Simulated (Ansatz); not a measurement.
# BClH₂N− (SMILES [NH-]BCl): single points off equilibrium

How do the functionals fare away from a minimum? The structure is a structure displaced at random from a GFN2-xTB minimum.

Method: single points in def2-TZVPPD; program: Ansatz 0.2.0, Gaussian basis.

Correlated methods freeze the cores.

**1. The system as given**

5 atoms, charge -1, spin multiplicity 1.

Atoms are counted from 1 here; the program's logs count them from 0.

Bond lengths: N1–B2 1.304 Å, N1–H4 1.018 Å, B2–Cl3 1.988 Å, B2–H5 1.164 Å. Angles: B2–N1–H4 127.4°, N1–B2–Cl3 122.7°, N1–B2–H5 129.4°, Cl3–B2–H5 107.9°.

Coordinates:

```xyz
5

N    -0.5473   -0.8351   -0.4002
B     0.3122   -0.1134    0.2643
Cl    0.3149    1.8736    0.2101
H    -1.2976   -0.5047   -1.0030
H     1.1784   -0.4531    0.9629
```

**2. CCSD(T)/def2-TZVPPD**

The input, run/in.yaml:

```yaml
crystal:
  periodic: [false, false, false]
  atoms:
    - {symbol: N, position_ang: [-0.547300, -0.835100, -0.400200]}
    - {symbol: B, position_ang: [0.312200, -0.113400, 0.264300]}
    - {symbol: Cl, position_ang: [0.314900, 1.873600, 0.210100]}
    - {symbol: H, position_ang: [-1.297600, -0.504700, -1.003000]}
    - {symbol: H, position_ang: [1.178400, -0.453100, 0.962900]}
basis:
  gaussian: {orbitals: "def2-TZVPPD.json"}
total_charge: -1
correlation: {method: ccsd_t}
output: {forces: true}
```

The basis file named in the input lies beside it (Basis Set Exchange, JSON).

The command line of these runs was not kept.

**3. PBE0-D4/def2-TZVPPD**

run/in.yaml: that of step 2 with these lines changed.

```diff
@@ -11,3 +11,3 @@
 total_charge: -1
-correlation: {method: ccsd_t}
-output: {forces: true}
+hamiltonian: {xc: pbe0, dispersion: d4}
+output: {forces: true, orbitals: {seedname: orbitals}}
```

**4. wB97M-V/def2-TZVPPD**

run/in.yaml: that of step 3 with these lines changed.

```diff
@@ -11,3 +11,3 @@
 total_charge: -1
-hamiltonian: {xc: pbe0, dispersion: d4}
-output: {forces: true, orbitals: {seedname: orbitals}}
+hamiltonian: {xc: {name: wB97M-V}}
+output: {forces: true}
```

**5. r2SCAN-D4/def2-TZVPPD**

run/in.yaml: that of step 4 with these lines changed.

```diff
@@ -11,3 +11,3 @@
 total_charge: -1
-hamiltonian: {xc: {name: wB97M-V}}
+hamiltonian: {xc: r2scan, dispersion: d4}
 output: {forces: true}
```

**6. PBE-D4/def2-TZVPPD**

run/in.yaml: that of step 5 with these lines changed.

```diff
@@ -11,3 +11,3 @@
 total_charge: -1
-hamiltonian: {xc: r2scan, dispersion: d4}
+hamiltonian: {xc: pbe, dispersion: d4}
 output: {forces: true}
```

**7. wB97X-V/def2-TZVPPD**

run/in.yaml: that of step 6 with these lines changed.

```diff
@@ -11,3 +11,3 @@
 total_charge: -1
-hamiltonian: {xc: pbe, dispersion: d4}
+hamiltonian: {xc: {name: wB97X-V}}
 output: {forces: true}
```

**8. r2SCAN0-D4/def2-TZVPPD**

run/in.yaml: that of step 7 with these lines changed.

```diff
@@ -11,3 +11,3 @@
 total_charge: -1
-hamiltonian: {xc: {name: wB97X-V}}
+hamiltonian: {xc: {name: r2SCAN0}, dispersion: d4}
 output: {forces: true}
```

(Steps that only read results are left out.)

Before running it: what results should come out? Wanted: RMS force component; RMS force error; HOMO and LUMO, PBE0-D4; T1 diagnostic.

**Answer**, as computed:

| quantity | value |
| --- | --- |
| RMS force component | 0.641 to 0.836 eV/Å over the methods |
| RMS force error | PBE0-D4 0.247, wB97M-V 0.242, r2SCAN-D4 0.207, PBE-D4 0.166, wB97X-V 0.191, r2SCAN0-D4 0.311 eV/Å |
| HOMO and LUMO, PBE0-D4 | -1.31 and 3.85 eV |
| T1 diagnostic | 0.013 |

**Reading.** For forces PBE-D4 does best and r2SCAN0-D4 worst. Frozen-core CCSD(T) forces in triple zeta carry basis errors of their own, and this is one geometry, so small gaps rank nothing.
